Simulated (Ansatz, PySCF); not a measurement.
H2N, SMILES [NH2] (connectivity only; charge and spin as stated), charge -1, multiplicity 1.

The structure is a stationary point at r2SCAN-D4/def2-TZVPD. The spin state was assumed, not searched. The isomer is the one that the SMILES or the coordinates give; other isomers of the formula were not compared.

Two levels are set side by side: PBE/def2-TZVPD (Ansatz, a quantum-chemistry and plane-wave program) and EOM-CCSD/aug-cc-pVDZ (PySCF). PBE by ΔSCF, the other level by its IP root; same geometry, the bases differ. Differences are taken from unrounded values.

| quantity | PBE |
|---|---|
| vertical ionisation energy (eV) | 0.60 |

Problem. These are the PBE values. What does EOM-CCSD give? (The exact figures need the calculation; the answer reports its results.)

Solution. 
| quantity | EOM-CCSD | PBE minus EOM-CCSD |
|---|---|---|
| vertical ionisation energy (eV) | 0.54 | 0.06 |
